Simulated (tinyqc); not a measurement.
Worked calculation (part 2 of 2): MP2 on RHF in the sto-3g basis, for BH3, spin multiplicity 1. Computed by tinyqc, a small Python program that keeps every step (integrals from PySCF). Command: `OMP_NUM_THREADS=1 python tinyqc.py 28016 28017 out.jsonl` (the two numbers bound the seeds that draw the settings). One thread of a shared host (Intel(R) Xeon(R) Processor @ 2.60GHz), about 0.1 s of CPU time with the checks.

Geometry (angstrom):

| atom | x | y | z |
|---|---|---|---|
| B | 0.000000 | 0.000000 | 0.023000 |
| H | 1.318000 | 0.000000 | 0.000000 |
| H | -0.659000 | 1.142000 | 0.000000 |
| H | -0.659000 | -1.142000 | 0.000000 |

## Integrals over molecular orbitals

coefficients C:
```
              MO1        MO2        MO3        MO4        MO5        MO6        MO7        MO8
1B 1s    0.991271  -0.224668   0.000091   0.000000  -0.008591  -0.256712   0.000000  -0.000723
1B 2s    0.034145   0.602330  -0.000344   0.000000   0.037319   1.263434   0.000000   0.003810
1B 2px   0.000004   0.000204   0.500884   0.000000  -0.000004  -0.002795   0.000000   1.101116
1B 2py   0.000000   0.000000   0.000000   0.500864   0.000000   0.000000   1.101062   0.000000
1B 2pz  -0.000079  -0.002931  -0.000002   0.000000   0.999311  -0.040679   0.000000  -0.000110
2H 1s   -0.005594   0.277799   0.532938   0.000000  -0.014307  -0.672245   0.000000  -0.878872
3H 1s   -0.005591   0.277488  -0.266674   0.461648  -0.014320  -0.675615  -0.759252   0.436414
4H 1s   -0.005591   0.277488  -0.266674  -0.461648  -0.014320  -0.675615   0.759252   0.436414
```

core Hamiltonian H = T + V (hartree), lower triangle:
```
             1B 1s      1B 2s     1B 2px     1B 2py     1B 2pz      2H 1s      3H 1s      4H 1s
1B 1s   -13.525098
1B 2s    -3.511603  -4.590681
1B 2px   -0.000017  -0.000134  -3.845221
1B 2py    0.000000   0.000000   0.000000  -3.845220
1B 2pz    0.000792   0.007292   0.000003   0.000000  -3.695467
2H 1s    -0.655261  -1.671288  -1.577978   0.000000   0.028793  -2.919912
3H 1s    -0.654522  -1.670085   0.788230  -1.365996   0.028767  -0.308107  -2.919104
4H 1s    -0.654522  -1.670085   0.788230   1.365996   0.028767  -0.308107  -0.307648  -2.919104
```

Given earlier and not repeated: Two-electron integrals (ij|kl) in chemists' order.

(pq|rs) = sum C_ip C_jq C_kr C_ls (ij|kl), one index at a time.

one-electron integrals over orbitals h = C^T H C (hartree), lower triangle:
```
            1          2          3          4          5          6          7          8
1  -13.509718
2    0.290831  -3.646078
3   -0.000125  -0.000118  -3.341409
4    0.000000   0.000000   0.000000  -3.341125
5    0.011719  -0.010884   0.000017   0.000000  -3.694756
6    0.297844  -0.628812   0.002106   0.000000   0.022337  -2.907473
7    0.000000   0.000000   0.000000  -0.639654   0.000000   0.000000  -3.104723
8    0.000814  -0.002001  -0.639457   0.000000   0.000053   0.000541   0.000000  -3.104687
```

Two-electron integrals over orbitals (pq|rs), unique and non-zero (hartree):
```
(11|11) 2.887206    (21|11) -0.246768   (21|21) 0.033035    (22|11) 0.587949
(22|21) -0.008139   (22|22) 0.429766    (31|11) 0.000099    (31|21) -0.000010
(31|22) 0.000015    (31|31) 0.006873    (32|11) 3.50e-06    (32|21) 0.000007
(32|22) 0.000122    (32|31) 0.011480    (32|32) 0.116433    (33|11) 0.516683
(33|21) -0.003241   (33|22) 0.420195    (33|31) 0.003521    (33|32) 0.063858
(33|33) 0.471031    (41|41) 0.006872    (42|41) 0.011475    (42|42) 0.116330
(43|41) -0.003532   (43|42) -0.063943   (43|43) 0.050012    (44|11) 0.516617
(44|21) -0.003244   (44|22) 0.420053    (44|31) -0.003525   (44|32) -0.063911
(44|33) 0.371256    (44|44) 0.471086    (51|11) -0.009240   (51|21) 0.001162
(51|22) -0.000642   (51|31) -6.14e-07   (51|32) -1.26e-07   (51|33) -0.000322
(51|44) -0.000322   (51|51) 0.021867    (52|11) 0.005675    (52|21) -0.000354
(52|22) -0.000195   (52|31) 5.78e-08    (52|32) -5.62e-07   (52|33) -0.000366
(52|44) -0.000366   (52|51) 0.021119    (52|52) 0.068452    (53|11) -0.000006
(53|21) 2.71e-07    (53|22) -2.01e-06   (53|31) 0.000131    (53|32) -0.001178
(53|33) -0.001159   (53|44) 0.001159    (53|51) -0.000009   (53|52) -0.000020
(53|53) 0.016031    (54|41) 0.000131    (54|42) -0.001179   (54|43) 0.001161
(54|54) 0.016028    (55|11) 0.741790    (55|21) -0.009480   (55|22) 0.454944
(55|31) 3.50e-06    (55|32) 0.000006    (55|33) 0.416761    (55|44) 0.416719
(55|51) 0.001215    (55|52) 0.006945    (55|53) -0.000005   (55|55) 0.586802
(61|11) -0.270692   (61|21) 0.037005    (61|22) -0.008370   (61|31) -0.000047
(61|32) -0.000046   (61|33) -0.003149   (61|44) -0.003121   (61|51) 0.000573
(61|52) -0.001050   (61|53) -1.40e-07   (61|55) -0.008106   (61|61) 0.041562
(62|11) 0.222243    (62|21) -0.008936   (62|22) 0.046933    (62|31) -0.000018
(62|32) -0.000028   (62|33) 0.021338    (62|44) 0.021238    (62|51) -0.001022
(62|52) -0.000090   (62|53) -4.80e-06   (62|55) 0.113963    (62|61) -0.009113
(62|62) 0.073434    (63|11) -0.000679   (63|21) 0.000018    (63|22) -0.000209
(63|31) 0.003410    (63|32) -0.044506   (63|33) -0.042956   (63|44) 0.042802
(63|51) 4.53e-07    (63|52) -0.000007   (63|53) 0.001336    (63|55) -0.000351
(63|61) 9.13e-07    (63|62) -0.000334   (63|63) 0.062830    (64|41) 0.003397
(64|42) -0.044740   (64|43) 0.043053    (64|54) 0.001343    (64|64) 0.063187
(65|11) -0.005389   (65|21) -0.000099   (65|22) -0.002343   (65|31) -1.31e-06
(65|32) -0.000010   (65|33) -0.000934   (65|44) -0.000922   (65|51) 0.022650
(65|52) 0.063350    (65|53) -0.000071   (65|55) -0.000247   (65|61) -0.000888
(65|62) -0.004417   (65|63) 0.000011    (65|65) 0.063447    (66|11) 0.592159
(66|21) -0.010576   (66|22) 0.421605    (66|31) -0.000060   (66|32) -0.000565
(66|33) 0.417901    (66|44) 0.418520    (66|51) -0.002060   (66|52) -0.004220
(66|53) 0.000010    (66|55) 0.442440    (66|61) -0.010608   (66|62) 0.027605
(66|63) 0.000166    (66|65) -0.005347   (66|66) 0.434802    (71|41) 0.012202
(71|42) 0.018193    (71|43) -0.005028   (71|54) 0.000247    (71|64) 0.005969
(71|71) 0.021807    (72|41) 0.007978    (72|42) -0.000153   (72|43) 0.022459
(72|54) 0.001531    (72|64) 0.046389    (72|71) 0.013420    (72|72) 0.048989
(73|41) 0.002444    (73|42) 0.047186    (73|43) -0.023885   (73|54) -0.000914
(73|64) -0.031915   (73|71) 0.004262    (73|72) -0.010416   (73|73) 0.033573
(74|11) 0.208252    (74|21) -0.005012   (74|22) 0.050876    (74|31) 0.002448
(74|32) 0.047194    (74|33) 0.052416    (74|44) 0.004729    (74|51) -0.000025
(74|52) 0.002618    (74|53) -0.000915   (74|55) 0.104236    (74|61) -0.004846
(74|62) 0.071241    (74|63) -0.031959   (74|65) -0.001588   (74|66) 0.026964
(74|74) 0.106873    (75|41) 0.000459    (75|42) 0.003429    (75|43) -0.001757
(75|54) 0.016154    (75|64) -0.001550   (75|71) 0.000779    (75|72) 0.000394
(75|73) 0.001434    (75|75) 0.020788    (76|41) 0.012077    (76|42) 0.106567
(76|43) -0.058939   (76|54) -0.001552   (76|64) -0.047756   (76|71) 0.019893
(76|72) -0.005365   (76|73) 0.049962    (76|75) 0.003002    (76|76) 0.110136
(77|11) 0.666393    (77|21) -0.009077   (77|22) 0.443665    (77|31) 0.000535
(77|32) -0.029820   (77|33) 0.402279    (77|44) 0.470044    (77|51) -0.000280
(77|52) 0.001263    (77|53) 0.001045    (77|55) 0.469274    (77|61) -0.008671
(77|62) 0.051099    (77|63) 0.037176    (77|65) -0.000970   (77|66) 0.446048
(77|74) 0.047375    (77|77) 0.512543    (81|11) -0.000759   (81|21) 0.000110
(81|22) -4.59e-06   (81|31) 0.012203    (81|32) 0.018198    (81|33) 0.004999
(81|44) -0.005026   (81|51) 1.68e-06    (81|52) -2.74e-06   (81|53) 0.000247
(81|55) -0.000022   (81|61) 0.000060    (81|62) -0.000060   (81|63) 0.005993
(81|65) -4.47e-06   (81|66) -0.000136   (81|74) 0.004253    (81|77) 0.001548
(81|81) 0.021806    (82|11) 0.000701    (82|21) -0.000024   (82|22) 0.000151
(82|31) 0.007975    (82|32) -0.000220   (82|33) -0.022413   (82|44) 0.022556
(82|51) -2.71e-06   (82|52) 1.72e-06    (82|53) 0.001532    (82|55) 0.000354
(82|61) -0.000063   (82|62) 0.000113    (82|63) 0.046358    (82|65) -0.000013
(82|66) 0.000119    (82|74) -0.010202   (82|77) 0.028969    (82|81) 0.013414
(82|82) 0.049005    (83|11) 0.208220    (83|21) -0.005015   (83|22) 0.050766
(83|31) -0.002442   (83|32) -0.047344   (83|33) 0.004646    (83|44) 0.052530
(83|51) -0.000025   (83|52) 0.002619    (83|53) 0.000914    (83|55) 0.104210
(83|61) -0.004823   (83|62) 0.071207    (83|63) 0.031627    (83|65) -0.001579
(83|66) 0.027490    (83|74) 0.042386    (83|77) 0.069665    (83|81) -0.004274
(83|82) 0.010748    (83|83) 0.107038    (84|41) 0.002458    (84|42) 0.047072
(84|43) -0.023763   (84|54) -0.000910   (84|64) -0.031730   (84|71) 0.004286
(84|72) -0.010268   (84|73) 0.030763    (84|75) 0.001431    (84|76) 0.049835
(84|84) 0.033391    (85|11) -0.000013   (85|21) -9.31e-08   (85|22) -2.67e-06
(85|31) 0.000460    (85|32) 0.003430    (85|33) 0.001750    (85|44) -0.001757
(85|51) 0.000064    (85|52) 0.000185    (85|53) 0.016153    (85|55) 1.26e-06
(85|61) -4.58e-06   (85|62) -0.000013   (85|63) -0.001541   (85|65) 0.000121
(85|66) -0.000031   (85|74) 0.001430    (85|77) -0.000742   (85|81) 0.000779
(85|82) 0.000393    (85|83) -0.001442   (85|85) 0.020786    (86|11) -0.000148
(86|21) -1.10e-07   (86|22) 0.000057    (86|31) 0.012081    (86|32) 0.106444
(86|33) 0.058584    (86|44) -0.058728   (86|51) -4.92e-06   (86|52) -0.000015
(86|53) -0.001544   (86|55) -0.000045   (86|61) -0.000060   (86|62) -0.000066
(86|63) -0.047266   (86|65) -0.000021   (86|66) -0.000609   (86|74) 0.049813
(86|77) -0.030564   (86|81) 0.019900    (86|82) -0.005255   (86|83) -0.050114
(86|85) 0.002997    (86|86) 0.109788    (87|41) 0.000565    (87|42) -0.029517
(87|43) 0.033763    (87|54) 0.001043    (87|64) 0.037302    (87|71) 0.001626
(87|72) 0.028780    (87|73) -0.010986   (87|75) -0.000732   (87|76) -0.030388
(87|84) -0.010872   (87|87) 0.034260    (88|11) 0.666398    (88|21) -0.009078
(88|22) 0.443722    (88|31) -0.000462   (88|32) 0.030435    (88|33) 0.470376
(88|44) 0.401904    (88|51) -0.000280   (88|52) 0.001263    (88|53) -0.001057
(88|55) 0.469283    (88|61) -0.008664   (88|62) 0.051229    (88|63) -0.037828
(88|65) -0.000976   (88|66) 0.445711    (88|74) 0.069877    (88|77) 0.443524
(88|81) -0.001487   (88|82) -0.028680   (88|83) 0.046989    (88|85) 0.000754
(88|86) 0.031033    (88|88) 0.512897
```

## Second-order Moller-Plesset energy

orbital energies (hartree): MO1 -7.426791, MO2 -0.625714, MO3 -0.427426, MO4 -0.427399, MO5 0.243294, MO6 0.551884, MO7 0.648798, MO8 0.648874

Hartree-Fock energy = -26.03035703 hartree

E2 = sum_ijab (ia|jb) [2 (ia|jb) - (ib|ja)] / (e_i + e_j - e_a - e_b) over occupied i, j and virtual a, b; the opposite-spin part is (ia|jb)^2 / denominator, the rest is same-spin, and SCS-MP2 scales them by 6/5 and 1/3.

Terms (the 40 largest of 136):

| i | j | a | b | (ia\|jb) | (ib\|ja) | denominator | term |
|---|---|---|---|---|---|---|---|
| 3 | 3 | 8 | 8 | 0.107038 | 0.107038 | -2.152600 | -0.005322 |
| 4 | 4 | 7 | 7 | 0.106873 | 0.106873 | -2.152395 | -0.005307 |
| 4 | 2 | 7 | 6 | 0.071241 | 0.046389 | -2.253796 | -0.003037 |
| 2 | 4 | 6 | 7 | 0.071241 | 0.046389 | -2.253796 | -0.003037 |
| 3 | 2 | 8 | 6 | 0.071207 | 0.046358 | -2.253898 | -0.003035 |
| 2 | 3 | 6 | 8 | 0.071207 | 0.046358 | -2.253898 | -0.003035 |
| 2 | 2 | 5 | 5 | 0.068452 | 0.068452 | -1.738016 | -0.002696 |
| 2 | 2 | 6 | 6 | 0.073434 | 0.073434 | -2.355196 | -0.002290 |
| 4 | 4 | 6 | 6 | 0.063187 | 0.063187 | -1.958567 | -0.002039 |
| 3 | 3 | 6 | 6 | 0.062830 | 0.062830 | -1.958620 | -0.002016 |
| 3 | 4 | 8 | 7 | 0.042386 | 0.030763 | -2.152497 | -0.001064 |
| 4 | 3 | 7 | 8 | 0.042386 | 0.030763 | -2.152497 | -0.001064 |
| 2 | 2 | 8 | 8 | 0.049005 | 0.049005 | -2.549176 | -0.000942 |
| 2 | 2 | 7 | 7 | 0.048989 | 0.048989 | -2.549024 | -0.000942 |
| 3 | 3 | 7 | 7 | 0.033573 | 0.033573 | -2.152448 | -0.000524 |
| 4 | 4 | 8 | 8 | 0.033391 | 0.033391 | -2.152547 | -0.000518 |
| 4 | 3 | 7 | 6 | -0.031959 | -0.031915 | -2.055507 | -0.000498 |
| 3 | 4 | 6 | 7 | -0.031959 | -0.031915 | -2.055507 | -0.000498 |
| 4 | 3 | 6 | 7 | -0.031915 | -0.031959 | -2.055507 | -0.000495 |
| 3 | 4 | 7 | 6 | -0.031915 | -0.031959 | -2.055507 | -0.000495 |
| 4 | 4 | 6 | 8 | -0.031730 | -0.031730 | -2.055557 | -0.000490 |
| 4 | 4 | 8 | 6 | -0.031730 | -0.031730 | -2.055557 | -0.000490 |
| 3 | 3 | 6 | 8 | 0.031627 | 0.031627 | -2.055610 | -0.000487 |
| 3 | 3 | 8 | 6 | 0.031627 | 0.031627 | -2.055610 | -0.000487 |
| 2 | 4 | 7 | 6 | 0.046389 | 0.071241 | -2.253796 | -0.000443 |
| 4 | 2 | 6 | 7 | 0.046389 | 0.071241 | -2.253796 | -0.000443 |
| 3 | 2 | 6 | 8 | 0.046358 | 0.071207 | -2.253898 | -0.000442 |
| 2 | 3 | 8 | 6 | 0.046358 | 0.071207 | -2.253898 | -0.000442 |
| 4 | 3 | 8 | 7 | 0.030763 | 0.042386 | -2.152497 | -0.000274 |
| 3 | 4 | 7 | 8 | 0.030763 | 0.042386 | -2.152497 | -0.000274 |
| 3 | 3 | 5 | 5 | 0.016031 | 0.016031 | -1.341439 | -0.000192 |
| 4 | 4 | 5 | 5 | 0.016028 | 0.016028 | -1.341387 | -0.000192 |
| 1 | 1 | 6 | 6 | 0.041562 | 0.041562 | -15.957351 | -0.000108 |
| 1 | 2 | 5 | 5 | 0.021119 | 0.021119 | -8.539094 | -0.000052 |
| 2 | 1 | 5 | 5 | 0.021119 | 0.021119 | -8.539094 | -0.000052 |
| 3 | 2 | 8 | 8 | 0.010748 | 0.010748 | -2.350888 | -0.000049 |
| 2 | 3 | 8 | 8 | 0.010748 | 0.010748 | -2.350888 | -0.000049 |
| 2 | 3 | 7 | 7 | -0.010416 | -0.010416 | -2.350736 | -0.000046 |
| 3 | 2 | 7 | 7 | -0.010416 | -0.010416 | -2.350736 | -0.000046 |
| 2 | 4 | 7 | 8 | -0.010268 | -0.010202 | -2.350786 | -0.000045 |

Pair energies (hartree; pair i-j sums ij and ji):

| pair | opposite spin | same spin |
|---|---|---|
| 1-1 | -0.000198 | 0 |
| 2-1 | -0.000200 | -1.75e-10 |
| 2-2 | -0.006869 | 0 |
| 3-1 | -0.000021 | -0.000026 |
| 3-2 | -0.006606 | -0.000549 |
| 3-3 | -0.009030 | 0 |
| 4-1 | -0.000021 | -0.000026 |
| 4-2 | -0.006601 | -0.000549 |
| 4-3 | -0.004535 | -0.000126 |
| 4-4 | -0.009037 | 0 |

MP2 correlation energy = -0.04439521 hartree

SCS-MP2 correlation energy = -0.05216867 hartree

MP2 total energy = -26.07475224 hartree
